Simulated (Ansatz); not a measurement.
Solid chlorine, treated with r²SCAN (plane waves, PAW; Ansatz, a first-principles code).

### Question
What does this level give for the lattice energy and volume per molecule?

### Answer

- lattice energy = 21 kJ/mol
- volume per molecule = 55.88 Å³

Note: the cell comes from a level without a dispersion term, which matters for the spacing of layers, chains or molecules.

Computed values are for the static lattice.

It cost about 17 core-seconds (a rough figure) of CPU time.
